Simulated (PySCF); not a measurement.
# Mg2+: from the state search to spectroscopic constants

The task here is to estimate one member of a computed series from the others.

Method: Mg STO-3G, no relativity; program: PySCF 2.14.0.

The first run:

The job is set up so:

```json
{
  "atoms": "Mg, Mg",
  "charge": "1",
  "basis": "Mg STO-3G",
  "Hamiltonian": "no relativity",
  "basis functions": "18",
  "electrons treated": "23",
  "masses in u": "23.9850, 23.9850",
  "levels": "PBE0, PBE, r²SCAN, B2PLYP, M06-2X, PW91, CAM-B3LYP, HF, MP2, SCS-MP2, CCSD, CCSD(T)",
  "grid": "80 radial by 434 angular points",
  "occupations": "held fixed by the projection of orbital angular momentum",
  "dissociation limit": "Mg+ + Mg, each in its ground configuration",
  "starting distance in angstrom": "2.810",
  "values of 2S to try": "1, 3"
}
```

Among the steps run: Input; First curve: PBE0; Excited determinants; PBE (GGA); r²SCAN (meta-GGA); B2PLYP (double hybrid); M06-2X (hybrid meta-GGA); PW91 (GGA); CAM-B3LYP (range-separated hybrid); ROHF; MP2 and coupled cluster.

One table of the session follows, with a row left open; its other results are not shown here.

It belongs to the step «Constants by level of theory». Differences from CCSD(T) in the same basis:

```
       level  Re (mÅ)  ωe (%)
        ROHF      +12    -0.6
    ROHF-MP2       +4    +0.6
ROHF-SCS-MP2       +7    -0.1
   ROHF-CCSD       +1    -0.1
         PBE      +34    -6.8
        PW91      +32    -6.6
      r²SCAN      +20    -3.1
        PBE0        ?       ?
      M06-2X      +17    -5.8
   CAM-B3LYP      +19    -4.7
      B2PLYP      +21    -4.1
```

Estimate the missing values for PBE0.

**Answer.** Re (mÅ): +18; ωe (%): -3.7. In the column «Re (mÅ)» it lies between M06-2X (+17) and CAM-B3LYP (+19).
